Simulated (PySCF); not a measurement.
## Assignment exercise: C4H4

Bonds (- single, = double, # triple, : aromatic): C1#C2 1.203 Å, C2-C3 1.418 Å, C3=C4 1.332 Å. C1 carries H5; C3 carries H6; C4 carries H7, H8. H7 is cis to C2; H8 is trans to C2.

Relativity neglected, a single conformation, isolated molecule. Couplings computed with B3LYP/pcJ-2; PBE0-D3(BJ)/def2-TZVP structure; GIAO B97-2/pcSseg-2 shieldings; PySCF 2.14.0 with density-fitted response routines.

δ = σ(ref) − σ, references computed at the same level: TMS for 13C, 1H.

Problem. Assign these signals to the numbered atoms. 13C{1H} NMR (computed): δ 138.0 (CH2), 125.8 (CH), 86.6 (CH), 86.2 (C).

Solution. 
```tsv
δ (ppm)	atoms	environment	reason
138.0	C4	terminal =CH2 carbon	the olefinic region
125.8	C3	alkene CH	the olefinic region
86.6	C1	terminal alkyne carbon	the triple bond shields along its axis, which puts it between sp3 and sp2 carbons
86.2	C2	alkyne carbon	the triple bond shields along its axis, which puts it between sp3 and sp2 carbons
```

C1 and C2 lie closer than the usual error of such a calculation, so a measured spectrum could show them in the other order.

Problem. Assign these signals to the numbered atoms. 1H NMR (500 MHz, computed): δ 6.12 (m, 1H), 6.09 (m, 1H), 5.84 (m, 1H), 2.84 (m, 1H).

Solution. 
| δ (ppm) | atoms | environment | reason |
| --- | --- | --- | --- |
| 6.12 | H6 | hydrogen on an alkene CH | attached to an sp2 carbon and in the plane of the double bond |
| 6.09 | H7 | hydrogen on a terminal =CH2 carbon | olefinic region |
| 5.84 | H8 | hydrogen on a terminal =CH2 carbon | – |
| 2.84 | H5 | hydrogen on a terminal alkyne carbon | it lies on the axis of the triple bond, in its shielding cone |

H6 and H7 lie closer than the usual error of such a calculation, so a measured spectrum could show them in the other order.

Splittings below 1 Hz are ignored in the labels, and close J values are merged. Shifts are as computed. Against solution values, carbons near 30 ppm lie about +3 ppm off and those near 130 ppm about +7 ppm. Of 1211 compounds with measured shifts, 218 miss one by over three times the rms of a fit or turn the order of signals round; such compounds aren't used in these exercises.
